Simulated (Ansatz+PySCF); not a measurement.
doublet CHO: levels of theory in one basis

| atom | x (Å) | y (Å) | z (Å) |
| --- | --- | --- | --- |
| C | 0.0278 | 0.5251 | -0.3122 |
| H | -0.0466 | 1.5053 | 0.2106 |
| O | -0.0151 | -0.5725 | 0.2627 |

Basis set: def2-SVP (spherical functions). Frozen core: 2 orbitals. Correlation on ROHF uses semicanonical orbitals with singles. Charge 0, multiplicity 2.

Computed with Ansatz (development build ahead of 0.2.0); each method stands on the lowest determinant of its kind that the runs found. NEVPT2 correlates all electrons. Active spaces start from the frontier orbitals, and the lowest solution found is given.

```json
{"method": "ROHF", "E − E(ROHF) (eV)": "0.00", "<S²> of the determinant": "0.75"}
{"method": "UHF", "E − E(ROHF) (eV)": "-0.14", "<S²> of the determinant": "0.81"}
{"method": "ROHF-MP2", "E − E(ROHF) (eV)": "-8.42", "<S²> of the determinant": "–"}
{"method": "UHF-MP2", "E − E(ROHF) (eV)": "-8.26", "<S²> of the determinant": "0.81"}
{"method": "ROHF-CCSD", "E − E(ROHF) (eV)": "-8.63", "<S²> of the determinant": "–"}
{"method": "UHF-CCSD", "E − E(ROHF) (eV)": "-8.64", "<S²> of the determinant": "0.81"}
{"method": "ROHF-CCSD(T)", "E − E(ROHF) (eV)": "-8.96", "<S²> of the determinant": "–"}
{"method": "UHF-CCSD(T)", "E − E(ROHF) (eV)": "-8.96", "<S²> of the determinant": "0.81"}
{"method": "CASSCF(11,9)", "E − E(ROHF) (eV)": "-3.62", "<S²> of the determinant": "–"}
```

What does SC-NEVPT2(11,9) give on the same scale?

-8.08 eV. NEVPT2 here correlates all electrons, so it doesn't share the others' frozen core.

Is a single determinant a sound starting point here?

By this sign, yes. Unrestricted orbitals gain 0.14 eV and <S²> is 0.81 against 0.75 for a pure state. The CASSCF(11,9) natural occupations are 2.00, 2.00, 1.98, 1.97, 1.93, 1.02, 0.07, 0.03, 0.02.

Caution for UHF-MP2: MP2 forces lie far from those of the mean fields.
